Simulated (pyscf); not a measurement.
Thermochemistry of product channels of F–SiH•–F (SMILES F[SiH]F) + NH₃ (SMILES N) on the doublet surface, in kcal/mol, from ωB97M-D3(BJ)/def2-TZVP energies (ideal gas, 1 atm, RRHO with modes under 100 cm⁻¹ raised to 100, one conformer, R ln 2 for rigid chiral ones). Single points on ωB97X-D3(BJ)/def2-SVP structures (PySCF, gas phase).

```
products                                                     ΔE  ΔH(298 K)  ΔG(900 K)  ΔG(1200 K)
--------------------------------------------------------  -----  ---------  ---------  ----------
F–SiH₂–F (SMILES F[SiH2]F) + NH₂• (SMILES [NH2])          +13.0       +9.7      +11.0       +11.1
H₂N–SiH(F)–F (SMILES N[SiH](F)F) + H• (SMILES [H])          ___      -11.2       -4.3         ___
•HN–SiH(F)–F (SMILES [NH][SiH](F)F) + H₂ (SMILES [H][H])    ___       -0.1       +2.9        +2.8
```

Task: What belongs in the gaps?

Result: 
- H₂N–SiH(F)–F (SMILES N[SiH](F)F) + H• (SMILES [H]), ΔE: -7.2
- H₂N–SiH(F)–F (SMILES N[SiH](F)F) + H• (SMILES [H]), ΔG(1200 K): -3.3
- •HN–SiH(F)–F (SMILES [NH][SiH](F)F) + H₂ (SMILES [H][H]), ΔE: +5.6

These are energies of the channels, which say nothing of barriers. •HN–SiH(F)–F lies 17.6 kcal/mol over its isomer H₂N–Si•(F)–F, and others may lie lower still (electronic energy, ωB97M-D3(BJ)).
